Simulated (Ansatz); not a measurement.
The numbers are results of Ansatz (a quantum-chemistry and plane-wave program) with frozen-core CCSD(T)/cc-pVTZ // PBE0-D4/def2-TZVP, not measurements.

Ansatz 0.2 input:
```yaml
crystal:
  periodic: [false, false, false]
  atoms:
    - { symbol: C, position_ang: [1.214287, -0.72537, 0.126689] }
    - { symbol: C, position_ang: [0.317281, 0.276276, -0.295422] }
    - { symbol: C, position_ang: [-1.063391, 0.344726, 0.096076] }
    - { symbol: H, position_ang: [0.879263, -1.531486, 0.773319] }
    - { symbol: H, position_ang: [2.253506, -0.70831, -0.186122] }
    - { symbol: H, position_ang: [0.701309, 1.046476, -0.963535] }
    - { symbol: H, position_ang: [-1.266749, 1.349003, 0.514159] }
    - { symbol: H, position_ang: [-1.684965, 0.381883, -0.820121] }
    - { symbol: H, position_ang: [-1.400307, -0.440182, 0.768343] }
basis:
  gaussian: { orbitals: cc-pVTZ }
correlation:
  method: ccsd_t
total_charge: 1
magnetization:
  spin_polarized: true
  initial_magnetization: 1
```

Output:

```
Functional definition: HF
970 factors; integrals over basis functions are off by at most 9.9e-4 eV
mean field evaluation 1: about -3175.1953 eV, gradient 2.5e1 eV
mean field evaluation 2: about -3175.1967 eV, gradient 2.5e1 eV
mean field evaluation 4: about -3178.6108 eV, gradient 2.3e0 eV
mean field evaluation 8: about -3178.7002 eV, gradient 1.8e-1 eV
mean field evaluation 16: about -3178.6841 eV, gradient 8.8e-1 eV
mean field -3178.70112450 eV, -116.8151117244 hartree, gradient 6.5e-6 eV, S^2 0.755985; 0 other end points of the search recorded, 0 dependent functions left out
3 core orbitals not correlated
reference -3178.70112450 eV, -116.8151117244 hartree; 9, 8 occupied and 162, 163 virtual orbitals, 970 factors
second order -12.26467308 eV of doubles, -0.00000000 eV of singles
cycle   1  -13.00744369 eV  change   -7.4e-1 eV  update   7.5e-2
cycle   2  -13.33481407 eV  change   -3.3e-1 eV  update   2.3e-2
cycle   3  -13.39614535 eV  change   -6.1e-2 eV  update   1.5e-2
cycle   4  -13.39436008 eV  change    1.8e-3 eV  update   7.4e-3
cycle   5  -13.39359068 eV  change    7.7e-4 eV  update   4.0e-3
cycle   6  -13.39444427 eV  change   -8.5e-4 eV  update   1.4e-3
cycle   7  -13.39437744 eV  change    6.7e-5 eV  update   4.5e-4
cycle   8  -13.39446175 eV  change   -8.4e-5 eV  update   1.7e-4
cycle   9  -13.39448364 eV  change   -2.2e-5 eV  update   5.8e-5
cycle  10  -13.39446221 eV  change    2.1e-5 eV  update   2.6e-5
cycle  11  -13.39448075 eV  change   -1.9e-5 eV  update   1.5e-5
perturbative correction -0.48998414 eV, -0.0180065852 hartree
Total energy: -3192.58558940 eV, -117.3253563981 hartree
```

Cost: very roughly 100 core-seconds.
